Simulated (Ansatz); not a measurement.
Born–Oppenheimer molecular dynamics of AlClH3N (6 atoms, charge 0, multiplicity 1). It starts from a relaxed structure.

Theory: RKS PBE0-D4/def2-SVP (Ansatz).

```json
{"ensemble": "NVT, Langevin thermostat", "time step": "0.5 fs", "steps asked": "250", "set temperature": "500 K", "friction": "0.05 /fs", "seed": "457001"}
```

First frame:

```xyz
6
Properties=species:S:1:pos:R:3
Al -0.042 -0.037 -0.026
H 0.007 -0.378 1.510
Cl 1.727 0.397 -1.087
N -1.556 -0.002 -0.925
H -2.469 -0.192 -0.526
H -1.643 0.212 -1.912
```

How far do the bonds stretch over the last three quarters of this one trajectory? (Pairs bonded in most of those frames.)


```
   bond  mean (Å)  spread (Å)  shortest  longest
 Al1–H2     1.578       0.051      1.48     1.71
Al1–Cl3     2.148       0.071      2.05     2.27
 Al1–N4     1.776       0.018      1.73     1.81
  N4–H5     1.020       0.031      0.96     1.09
  N4–H6     1.019       0.022      0.97     1.06
```

Mean temperature of the second half: 394 K. The mean temperature of the second half is 21 % below the set value. A run of 0.12 ps of so small a system gives no equilibrium averages.

Time of the run: 6.7 min on 1 thread of Arm Neoverse V2 (shared host), peak memory 0.12 GiB.
